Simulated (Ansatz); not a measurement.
# A ladder of methods for BH2F− (SMILES [BH2-]F)

The species is BH2F− (4 atoms), meant as a doublet with charge -1. SMILES: `[BH2-]F`. Geometry: relaxed at GFN2-xTB.

```csv
atom,x (Å),y (Å),z (Å)
B,-0.0863,0.3044,0.1024
F,1.0319,-0.4688,0.7330
H,-1.1403,-0.3337,0.2562
H,0.1948,0.4981,-1.0915
```

Each level gives the energy change with the B1–H4 bond stretched from 1.242 to 1.552 Å (eV). The values are calculated.

```tsv
level	kind	program	value (eV)	less FCI/STO-3G	CPU time (all runs)
UPBE/STO-3G	GGA	Ansatz	0.76	-0.11	1.8 s
U-r2SCAN/STO-3G	meta-GGA	Ansatz	0.84	-0.03	3.9 s
UBHLYP/STO-3G	global hybrid	Ansatz	1.00	+0.13	1.6 s
UPBE0/STO-3G	global hybrid	Ansatz	0.90	+0.03	1.8 s
UB2PLYP/STO-3G	double hybrid	Ansatz	0.91	+0.04	1.8 s
UCCSD(T)/STO-3G	coupled cluster or CI	Ansatz	0.87	0.00	0.35 s
UCCSDTQ/STO-3G	coupled cluster or CI	Ansatz	0.87	0.00	61 s
FCI/STO-3G	exact in the basis	Ansatz	0.87	0.00	0.55 s
```

FCI/STO-3G is exact within its basis and frozen core, so for wave-function methods in that basis the difference is their error; functionals converge differently with the basis, so for them it is only a difference. Sets without diffuse functions describe the anion poorly. The first shape isn't each level's own minimum. The values span 0.76 to 1.00 eV. All rows use very small basis sets, so even the best lies far from the true value. CPU times are rough (shared hosts, several kinds of processor): they show what a rung costs within a factor of a few.
